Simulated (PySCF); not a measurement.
Gas-phase reaction: HCN + 4 C3H4 (propyne) → CH3NH2 + 6 C2H2 (acetylene)

Computed with PySCF (xtb for GFN2) and rigid-rotor harmonic-oscillator thermochemistry at 1 bar. † marks an energy on the PBE0/def2-TZVP geometry and frequencies; other levels use their own. MP2 freezes the core. 6-31G* has spherical d functions here. All species are closed-shell singlets. B3LYP is the form with VWN-RPA correlation. MP2 isn't extrapolated to the basis-set limit.

| level | ΔH°(298 K), kJ |
|---|---|
| B3LYP/6-31G* | 572 |
| GFN2-xTB | 522 |
| HF/6-31G* | 544 |
| MP2/def2-TZVPP† | ? |
| r2SCAN/def2-TZVP† | ? |
| LDA/def2-TZVP† | ? |

### Question
Complete the blanks.

### Answer

- MP2/def2-TZVPP†, ΔH°(298 K), kJ: 501
- r2SCAN/def2-TZVP†, ΔH°(298 K), kJ: 537
- LDA/def2-TZVP†, ΔH°(298 K), kJ: 610
